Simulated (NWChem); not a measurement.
## A correction line for PBE0/def2-SVP: dipole moment

The dipole moment in D of 6 N-containing molecules: x at PBE0/def2-SVP, y as measured (NIST CCCBDB). Shapes, held fixed at every level: PBE0-D4/def2-TZVP. Programs: NWChem 7.3.0.

```
                   molecule  x (D)  y (D)
C2H5N (N-methylmethanimine)   1.44   1.53
           C3H3NO (oxazole)   1.55   1.50
         CH3N (methanimine)   1.93      ?
     HCN (hydrogen cyanide)   2.89   2.98
  HNC (hydrogen isocyanide)   3.15   3.05
      C3HN (cyanoacetylene)   3.74   3.72
```

Task: Fit y = c + s·x to the known rows and predict y for CH3N.

Result: 
1. Means of the 5 rows: x = 2.5540, y = 2.556.
2. Σ(Δx)² = 4.1237, Σ(Δx·Δy) = 4.0206, so the slope is 4.0206/4.1237 = 0.975.
3. Intercept: 2.556 − (0.975) × 2.5540 = 0.066. The largest residual of the fit is 0.096.
4. CH3N: 0.066 + 0.975 × 1.93 = 1.95 D.

The measured value is 2.00 D, so the prediction is off by -0.05 D, within the largest residual. Uncorrected, PBE0/def2-SVP misses it by -0.07 D, and the other rows by 0.07 on average. The line removes about 30 % of this miss. Left out in turn, the other rows are missed by 0.10 D on average, worse than no correction.
